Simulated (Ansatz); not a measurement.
# N2H+ (quintet): wave-function methods side by side, def2-QZVPP

One table from this session's results is given with a row withheld; the runs are named, their logs left out.

Computed with Ansatz 0.2.0, Gaussian basis. Level: def2-QZVPP, core rule «outside noble gas», up to 2 orbitals frozen.

To be run: UHF; ROHF; CCSD(T) on UHF.

## The system

The geometry is a PBE0/def2-TZVP stationary point (not a proven minimum) of the parent state, kept for this charge and spin.

3 atoms, charge 1, spin multiplicity 5.

Atoms are counted from 1 here; the program's logs count them from 0.

Bond lengths: N1–N2 1.443 Å, N1–H3 1.031 Å. Angles: N2–N1–H3 107.0°.

Coordinates:

```xyz
3
HN2
N     0.0000    0.1197    0.6764
N     0.0000   -0.0606   -0.7555
H     0.0000   -0.8208    1.0987
```

The first run:

in.yaml reads:

```yaml
crystal:
  periodic: [false, false, false]
  atoms:
    - {symbol: N, position_ang: [0.000000, 0.119658, 0.676420]}
    - {symbol: N, position_ang: [0.000000, -0.060594, -0.755487]}
    - {symbol: H, position_ang: [0.000000, -0.820779, 1.098745]}
basis:
  gaussian: {orbitals: "def2-QZVPP.json"}
total_charge: 1
magnetization: {spin_polarized: true, initial_magnetization: 4}
hamiltonian: {xc: hf}
output: {orbitals: {seedname: orbitals}}
```

Run with:

```sh
> ansatz run in.yaml --threads 1 --pin off --events-out ev --progress --plain --max-ram 2393MiB
```

Among the steps run: UHF; ROHF; CCSD(T) on UHF.

One of the session's tables, all rows but one given; the rest of the session is left out.

| method | from UCCSD(T) (kJ/mol) |
| --- | --- |
| ROHF | +818.8 |
| UHF | +791.7 |
| UMP2 | +112.4 |
| UCCSD | ? |
| UCCSD(T) | 0 |

Estimate the missing values for UCCSD.

**Answer.** from UCCSD(T) (kJ/mol): +27.8. In the column «from UCCSD(T) (kJ/mol)» it lies between UCCSD(T) (0) and UMP2 (+112.4).
